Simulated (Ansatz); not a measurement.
# CH2P (doublet): wave-function methods side by side at a displaced geometry (v1), cc-pVDZ

Aim: climb from Hartree-Fock through coupled cluster and multireference methods for CH2P (doublet) at one geometry and basis, and see what each rung misses.

Program: Ansatz 0.2.0, Gaussian basis. Level of theory: cc-pVDZ, core rule «outside noble gas», up to 6 orbitals frozen. These are calculated values, not measurements.

To be run: UHF; CCSD(T) on ROHF; CCSD(T) on UHF; BCCD(T) on ROHF; CISD; CCSDT(Q) on ROHF; CCSDT(Q) on UHF; CASSCF and MRCISD+Q, 11 electrons in 10 orbitals; CASSCF and NEVPT2, 11 electrons in 10 orbitals.

17 further runs of the same task are left out: 2 for a mislabelled method, 6 that didn't finish, 9 set aside as unsound or not needed.

## (1) The geometry

The geometry is a PBE0/def2-TZVP stationary point (not a proven minimum) with its atoms shifted at random (size 0.040 Å).

4 atoms, charge 0, spin multiplicity 2.

Atoms are counted from 1 here; the program's logs count them from 0.

Bond lengths: C1–P2 1.628 Å, C1–H3 1.057 Å, P2–H4 1.442 Å. Angles: P2–C1–H3 138.4°, C1–P2–H4 99.6°.

## (2) UHF

File in.yaml:

```yaml
crystal:
  periodic: [false, false, false]
  atoms:
    - {symbol: C, position_ang: [0.000764, -0.166820, 1.132784]}
    - {symbol: P, position_ang: [-0.000069, 0.093120, -0.474627]}
    - {symbol: H, position_ang: [0.047895, 0.397698, 2.025441]}
    - {symbol: H, position_ang: [-0.054882, -1.271403, -0.938610]}
basis:
  gaussian: {orbitals: cc-pVDZ}
magnetization: {spin_polarized: true, initial_magnetization: 1}
hamiltonian: {xc: hf}
output: {orbitals: {seedname: orbitals}}
```

Run with:

```sh
$ ansatz run in.yaml --threads 1 --pin off --events-out ev --progress --plain --max-ram 2393MiB
```

After this run come: CCSD(T) on ROHF; CCSD(T) on UHF; BCCD(T) on ROHF; CISD; CCSDT(Q) on ROHF; CCSDT(Q) on UHF; CASSCF and MRCISD+Q, 11 electrons in 10 orbitals; CASSCF and NEVPT2, 11 electrons in 10 orbitals.

Before running them: what should the planned runs give, taken together? Wanted: RCCSDT(Q) below the RHF energy; RMP2 from RCCSDT(Q); UMP2 from RCCSDT(Q); RCCSD from RCCSDT(Q); RCCSD(T) from RCCSDT(Q); UCCSD(T) from RCCSDT(Q); UCCSDT(Q) from RCCSDT(Q); NEVPT2 valence from RCCSDT(Q); MRCISD+Q valence from RCCSDT(Q).

**Answer**, as computed:

| quantity | value |
| --- | --- |
| RCCSDT(Q) below the RHF energy | -7.5769 eV |
| RMP2 from RCCSDT(Q) | +1277.0 meV |
| UMP2 from RCCSDT(Q) | +1644.4 meV |
| RCCSD from RCCSDT(Q) | +359.4 meV |
| RCCSD(T) from RCCSDT(Q) | +58.3 meV |
| UCCSD(T) from RCCSDT(Q) | +87.6 meV |
| UCCSDT(Q) from RCCSDT(Q) | -3.1 meV |
| NEVPT2 valence from RCCSDT(Q) | +1042.8 meV |
| MRCISD+Q valence from RCCSDT(Q) | +24.6 meV |
| levels within 1 kcal/mol (43 meV) | RCCSDT, UCCSDT, UCCSDT(Q), MRCISD+Q valence |
| T1 diagnostic | 0.036 |
| effectively unpaired electrons | 1.09 |

RCCSD(T) lands +58.3 meV from the yardstick (0.8 % of the correlation energy). CCSD(T) misses by +58.3 meV on the restricted determinant and by +87.6 meV on the unrestricted one; the two need not hold the same state or core. One determinant dominates. Of the multireference levels listed MRCISD+Q valence comes nearest in total energy (+24.6 meV), which doesn't show that its space is the better one. These misses are within one basis, not against nature; the frozen cores of restricted and unrestricted runs differ, which can shift their rows.
